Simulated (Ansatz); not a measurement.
# CH5N (singlet): wave-function methods side by side, cc-pVQZ

The task here is to estimate one member of a computed series from the others.

Program: Ansatz 0.2.0, Gaussian basis. Level of theory: cc-pVQZ, core rule «outside noble gas», up to 2 orbitals frozen. These are calculated values, not measurements.

The runs, in order: UHF; CCSD(T) on RHF; BCCD(T) on RHF; CASSCF and NEVPT2, 14 electrons in 13 orbitals.

14 further runs of the same task are left out: 1 that didn't finish, 13 set aside as unsound or not needed.

### The geometry

The geometry is an MP2(full)/6-31G* stationary point (not a proven minimum).

7 atoms, charge 0, spin multiplicity 1.

Atoms are counted from 1 here; the program's logs count them from 0.

Bond lengths: C1–N2 1.464 Å, C1–H3 1.100 Å, C1–H6 1.092 Å, C1–H7 1.092 Å, N2–H4 1.018 Å, N2–H5 1.018 Å. Angles: N2–C1–H3 115.4°, N2–C1–H6 108.8°, N2–C1–H7 108.8°, H3–C1–H6 108.0°, H3–C1–H7 108.0°, H6–C1–H7 107.5°, C1–N2–H4 109.5°, C1–N2–H5 109.5°, H4–N2–H5 105.9°.

The first run:

The input, in.yaml:

```yaml
crystal:
  periodic: [false, false, false]
  atoms:
    - {symbol: C, position_ang: [0.030223, 0.739186, 0.000000]}
    - {symbol: N, position_ang: [0.030223, -0.724852, 0.000000]}
    - {symbol: H, position_ang: [-0.963248, 1.210956, 0.000000]}
    - {symbol: H, position_ang: [-0.479694, -1.064669, 0.812370]}
    - {symbol: H, position_ang: [-0.479694, -1.064669, -0.812370]}
    - {symbol: H, position_ang: [0.571250, 1.091491, 0.880670]}
    - {symbol: H, position_ang: [0.571250, 1.091491, -0.880670]}
basis:
  gaussian: {orbitals: cc-pVQZ}
magnetization: {spin_polarized: true, initial_magnetization: 0}
hamiltonian: {xc: hf}
output: {orbitals: {seedname: orbitals}}
```

Launch:

```bash
$ ansatz run in.yaml --threads 1 --pin off --events-out ev --progress --plain --max-ram 3956MiB --backend cpu
```

Steps of the session up to this table: UHF; CCSD(T) on RHF; BCCD(T) on RHF; CASSCF and NEVPT2, 14 electrons in 13 orbitals.

One table of the session follows, with a row left open; its other results are not shown here.

It belongs to the step «Misses and costs». 

| method | from RCCSD(T) (kJ/mol) |
| --- | --- |
| RHF | +1227.5 |
| RMP2 | +94.4 |
| RCCSD | +43.4 |
| RCCSD(T) | 0 |
| BCCD(T) | ? |
| CASSCF valence | +850.0 |
| NEVPT2 valence | +151.2 |

**Question.** Estimate the row for BCCD(T).

**Answer.** from RCCSD(T) (kJ/mol): -0.2. In the column «from RCCSD(T) (kJ/mol)» it is the lowest.

With the free atoms at the same levels and basis (separate runs), the atomisation energy is 24.943 eV at RCCSD(T), 18.053 eV at RHF.
